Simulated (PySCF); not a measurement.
Species, as SMILES: O (H2O).
Geometry (B3LYP-D3(BJ)/def2-TZVP, fixed):
```
O
H 1 0.9627
H 1 0.9627 2 105.24
```
Charge 0, spin multiplicity 1.

Basis-set convergence of the mean static polarisability at HF with PySCF. All functions are spherical. Density fitting with generated auxiliary sets. No added dispersion term, no relativity. Reference: the value in d-aug-cc-pVTZ, 8.61 bohr³, itself unsure by roughly 0.3 % (its mean distance from aug-pcseg-3, aug-cc-pVQZ, aug-pcseg-2). Deviations are taken from unrounded values.

```
basis        functions  mean static polarisability (bohr³)
-----------  ---------  ----------------------------------
cc-pVDZ             24                                5.06
aug-cc-pVDZ         41                                8.20
def2-SVP            24                                4.96
def2-SVPD           39                                8.32
pcseg-1             24                                5.05
aug-pcseg-1         41                                8.48
6-311G**            30                                5.58
6-311+G**           34                                6.47
def2-TZVP           43                                6.22
def2-TZVPD          58                                8.51
cc-pVTZ             58                                6.67
aug-cc-pVTZ         92                                8.49
pcseg-2             58                                6.98
aug-pcseg-2         92                                8.57
def2-TZVPP          59                                6.89
def2-TZVPPD         74                                8.54
cc-pVQZ            115                                7.42
aug-cc-pVQZ        172                                8.57
def2-QZVPP         117                                7.63
def2-QZVPPD        132                                8.58
pcseg-3            126                                8.08
aug-pcseg-3        183                                8.60
```

What the diffuse functions change, pair by pair:
- cc-pVDZ to aug-cc-pVDZ: 17 more functions, deviation -41.3 to -4.7 %
- def2-SVP to def2-SVPD: 15 more functions, deviation -42.4 to -3.4 %
- pcseg-1 to aug-pcseg-1: 17 more functions, deviation -41.3 to -1.5 %
- 6-311G** to 6-311+G**: 4 more functions, deviation -35.2 to -24.9 %
- def2-TZVP to def2-TZVPD: 15 more functions, deviation -27.7 to -1.2 %
- cc-pVTZ to aug-cc-pVTZ: 34 more functions, deviation -22.6 to -1.4 %
- pcseg-2 to aug-pcseg-2: 34 more functions, deviation -19.0 to -0.4 %
- def2-TZVPP to def2-TZVPPD: 15 more functions, deviation -20.0 to -0.8 %
- cc-pVQZ to aug-cc-pVQZ: 57 more functions, deviation -13.9 to -0.4 %
- def2-QZVPP to def2-QZVPPD: 15 more functions, deviation -11.4 to -0.4 %
- pcseg-3 to aug-pcseg-3: 57 more functions, deviation -6.1 to -0.1 %

They bring the value nearer the reference by more than 0.3 % in 11 of 11 pairs.
